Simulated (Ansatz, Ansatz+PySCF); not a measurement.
```xyz
3

H     0.0000    0.0000   -1.6262
C     0.0000    0.0000   -0.5149
O     0.0000    0.0000    0.5895
```

RHF on singlet CHO(+) was run in several spherical basis sets with Ansatz (development build ahead of 0.2.0).

(1) Rank the basis sets by the total energy that they give, lowest first, with the distance from the lowest.
A. cc-pVDZ
B. def2-SVP
C. cc-pVTZ

Answers

(1) C (0.00 eV), A (0.87 eV), B (3.68 eV).

Totals follow the description of the cores as much as that of the bonds, so this order isn't one of quality for chemistry.
